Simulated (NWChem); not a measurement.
# Correlation energy of S (-1)

```xyz
1

S      0.0000     0.0000     0.0000
```
Charge -1, spin multiplicity 2.

All runs are NWChem calculations.

Basis set: aug-cc-pVTZ. Each correlation energy counts from its own Hartree-Fock reference.

The correlated methods keep 5 core orbitals frozen. No SCF solution was tested for a lower state. Open-shell Hartree-Fock references start from PBE0 orbitals. Coupled-cluster values serve here as a point of comparison, not as the truth.

Question: For the correlation energy, SCS-UMP2 gives -156.6 mHa and CCSD on UHF gives -177.1 mHa. What do CCSD[T] on ROHF, CCSD(T) on ROHF, UMP2 give?

Answer: CCSD[T] on ROHF: -190.6 mHa; CCSD(T) on ROHF: -190.6 mHa; UMP2: -156.8 mHa.
